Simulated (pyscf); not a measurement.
Homolytic dissociation enthalpies at 298 K of B–Ge, B–Si bonds in 7 gas-phase molecules, in eV. PySCF, gas phase, ωB97X-D3(BJ)/def2-SVP geometries. MP2 and CC: frozen core, UHF for open shells. ΔMP2 is the change of the MP2 total energy from the triple- to the quadruple-zeta basis. Both columns use the same structures and thermal terms. Rows were drawn at random from the closed-shell molecules with such a bond whose radicals are computed, keep their shape and have no isomer in the data more than 5 kcal/mol lower.

```json
[
 {"row": "1", "molecule": "H₂B–SiH(NH₂)–NH₂", "radicals": "BH₂• + H₂N–SiH•–NH₂", "B3LYP-D3(BJ)/def2-TZVP": "3.53", "CCSD(T)/def2-TZVPP + ΔMP2(QZVPP)": "3.69"},
 {"row": "2", "molecule": "H₂B–SiH₃", "radicals": "BH₂• + SiH₃•", "B3LYP-D3(BJ)/def2-TZVP": "3.60", "CCSD(T)/def2-TZVPP + ΔMP2(QZVPP)": "3.69"},
 {"row": "3", "molecule": "F–BH–SiH₃", "radicals": "[HB–F]• + SiH₃•", "B3LYP-D3(BJ)/def2-TZVP": "3.47", "CCSD(T)/def2-TZVPP + ΔMP2(QZVPP)": "3.58"},
 {"row": "4", "molecule": "H₂B–GeH₃", "radicals": "BH₂• + GeH₃•", "B3LYP-D3(BJ)/def2-TZVP": "3.42", "CCSD(T)/def2-TZVPP + ΔMP2(QZVPP)": "?"},
 {"row": "5", "molecule": "HO–B(SiH₃)–Cl", "radicals": "[HO–B–Cl]• + SiH₃•", "B3LYP-D3(BJ)/def2-TZVP": "3.63", "CCSD(T)/def2-TZVPP + ΔMP2(QZVPP)": "3.76"},
 {"row": "6", "molecule": "H₂N–B(SiH₃)–Cl", "radicals": "[H₂N–B–Cl]• + SiH₃•", "B3LYP-D3(BJ)/def2-TZVP": "3.65", "CCSD(T)/def2-TZVPP + ΔMP2(QZVPP)": "3.78"},
 {"row": "7", "molecule": "H₃Si–B(Cl)–Cl", "radicals": "SiH₃• + [Cl–B–Cl]•", "B3LYP-D3(BJ)/def2-TZVP": "3.57", "CCSD(T)/def2-TZVPP + ΔMP2(QZVPP)": "3.69"}
]
```

Fit a line that carries the B3LYP-D3(BJ) values to the last column and predict row 4.

In the 6 complete rows the last column lies 0.09 to 0.16 eV from B3LYP-D3(BJ) (mean 0.12, median 0.12). Least squares gives y = 0.16 + 0.99·x with residuals of 0.02 eV (root mean square). For row 4: 0.16 + 0.99 × 3.42 = 3.55 eV, an extrapolation. The computed value is 3.56 eV, 0.01 over the line. The CCSD(T) − MP2 part came from Ansatz, without density fitting, on the same reference. The frozen core leaves the outer d or s,p core shells of the metals and heavy elements correlated in the MP2 and CC values, and def2-TZVPP describes them poorly, which can shift differences by a few kcal/mol. Elements up to Kr have no core potential and no relativistic terms here.
